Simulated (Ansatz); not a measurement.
Bond stretch in OH, doublet.

- UCCSDT = CCSDT on UHF/aug-cc-pVDZ, frozen core (Ansatz, an electronic-structure program)
- UKS-B3LYP = unrestricted B3LYP/aug-cc-pVDZ in Ansatz
- UCCSDT(Q) = CCSDT(Q) on UHF/aug-cc-pVDZ, frozen core (Ansatz)
- FCI = full CI/aug-cc-pVDZ, frozen core (Ansatz)

Energies relative to the lowest point of each curve near equilibrium, in mEh:

```csv
R / Å,UCCSDT,UKS-B3LYP,UCCSDT(Q)
0.73,103.8,102.5,103.9
0.77,65.3,64.4,65.4
0.88,11.0,10.8,11.0
0.99,0.0,0.0,0.0
1.13,13.9,14.2,13.8
1.46,75.4,79.6,75.0
1.59,97.1,103.9,96.7
1.73,116.2,124.5,115.7
1.94,136.2,144.3,135.8
2.12,146.4,154.1,146.1
2.64,157.0,166.1,156.9
2.90,158.2,168.1,158.3
```

### Question
Estimate the FCI values at these points.

### Answer
0.73: 103.9; 0.77: 65.4; 0.88: 11.0; 0.99: 0.0; 1.13: 13.8; 1.46: 75.1; 1.59: 96.8; 1.73: 115.8; 1.94: 135.9; 2.12: 146.1; 2.64: 156.8; 2.90: 158.2 (mEh).

The unrestricted determinant behind UCCSDT, UCCSDT(Q) is spin-contaminated at 1.30 to 3.91 Å (<S²> up to 1.8, against 0.75 for a pure doublet). The unrestricted determinant behind UKS-B3LYP is spin-contaminated at 1.59 to 3.91 Å (<S²> up to 1.8, against 0.75 for a pure doublet).
